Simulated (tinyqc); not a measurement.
G0W0 on RHF in the sto-3g basis, for OH-, spin multiplicity 1, step by step. The basis has no diffuse functions, so it cannot describe the extra electron: this is an exercise in the method, not the real anion. One step of it, computed by the program tinyqc.

Task: G0W0 on Hartree-Fock: LUMO. W(p,q,m) = sqrt2 sum_ia (pq|ia) (X+Y)_ia,m; Sigma_c(x) = sum_(i,m) W^2/(x - e_i + w_m) + sum_(a,m) W^2/(x - e_a - w_m); solve x = e_p + Sigma_c(x) by Newton steps; Z = 1/(1 - dSigma/dx); 1 hartree = 27.211386 eV.

orbital energies (hartree): MO1 -19.542605, MO2 -0.597263, MO3 0.095241, MO4 0.160870, MO5 0.160870, MO6 0.905444

Two-electron integrals over orbitals (pq|rs), unique and non-zero (hartree):
```
(11|11) 4.748235    (21|11) -0.459731   (21|21) 0.069828    (22|11) 1.076578
(22|21) -0.019887   (22|22) 0.756991    (31|11) 0.113593    (31|21) -0.017442
(31|22) 0.005156    (31|31) 0.010229    (32|11) -0.154076   (32|21) 0.004867
(32|22) -0.071051   (32|31) 0.008470    (32|32) 0.095370    (33|11) 0.604998
(33|21) -0.004476   (33|22) 0.514644    (33|31) 0.000203    (33|32) 0.036069
(33|33) 0.610024    (41|41) 0.025919    (42|41) 0.035040    (42|42) 0.164265
(43|41) -0.007903   (43|42) -0.033056   (43|43) 0.021669    (44|11) 1.115362
(44|21) -0.013457   (44|22) 0.782726    (44|31) 0.003379    (44|32) -0.085896
(44|33) 0.495854    (44|44) 0.880159    (51|51) 0.025919    (52|51) 0.035040
(52|52) 0.164265    (53|51) -0.007903   (53|52) -0.033056   (53|53) 0.021669
(54|54) 0.047444    (55|11) 1.115362    (55|21) -0.013457   (55|22) 0.782726
(55|31) 0.003379    (55|32) -0.085896   (55|33) 0.495854    (55|44) 0.785270
(55|55) 0.880159    (61|11) -0.088155   (61|21) 0.013215    (61|22) -0.003726
(61|31) 0.007911    (61|32) 0.018990    (61|33) -0.002197   (61|44) -0.002568
(61|55) -0.002568   (61|61) 0.023932    (62|11) 0.112089    (62|21) -0.003828
(62|22) 0.057315    (62|31) 0.015253    (62|32) 0.063217    (62|33) 0.004651
(62|44) 0.063183    (62|55) 0.063183    (62|61) 0.025750    (62|62) 0.116787
(63|11) 0.317721    (63|21) -0.004831   (63|22) 0.178675    (63|31) -0.001793
(63|32) -0.091129   (63|33) -0.045466   (63|44) 0.189473    (63|55) 0.189473
(63|61) -0.007247   (63|62) 0.009327    (63|63) 0.187259    (64|41) 0.005953
(64|42) 0.024335    (64|43) 0.016574    (64|64) 0.038111    (65|51) 0.005953
(65|52) 0.024335    (65|53) 0.016574    (65|65) 0.038111    (66|11) 0.946980
(66|21) -0.011791   (66|22) 0.678809    (66|31) 0.008003    (66|32) -0.008177
(66|33) 0.579535    (66|44) 0.673762    (66|55) 0.673762    (66|61) 0.007324
(66|62) 0.068166    (66|63) 0.096982    (66|66) 0.702498
```

excitation energies w (hartree): 0.817250  0.817250  1.123504  1.720565  20.495878

X + Y:
```
             1         2          3          4          5
1>6   0.000000  0.000000   0.001343  -0.004694   0.998832
2>6   0.000000  0.000000  -0.028155   0.934270   0.000371
3>6   0.000000  0.000000   0.848948   0.016706  -0.000056
4>6  -0.190589  0.935280   0.000000   0.000000   0.000000
5>6   0.935280  0.190589   0.000000   0.000000   0.000000
```

Give: The 12 largest terms at x = e_p; Newton steps; quasiparticle energy of the LUMO; Hartree-Fock value.

Result:

The 12 largest terms at x = e_p (hartree; W for the signs of X + Y given):
```
q  m        W      term
3  3   0.2244    0.0260
6  3   0.1137   -0.0115
2  4   0.1544    0.0074
6  4   0.0923   -0.0050
4  2   0.0504    0.0016
5  1   0.0504    0.0016
3  4   0.0168  1.11e-04
4  1  -0.0103  6.76e-05
5  2   0.0103  6.76e-05
2  5   0.0364  6.03e-05
1  4   0.0337  5.12e-05
1  5   0.0338  2.79e-05
```

Newton steps (hartree):
```
step       x  Sigma_c(x)       Z
0     0.9054      0.0206  0.9698
1     0.9255      0.0200  0.9697
2     0.9255      0.0200  0.9697
```

quasiparticle energy of the LUMO = 25.1830 eV

Hartree-Fock value = 24.6384 eV
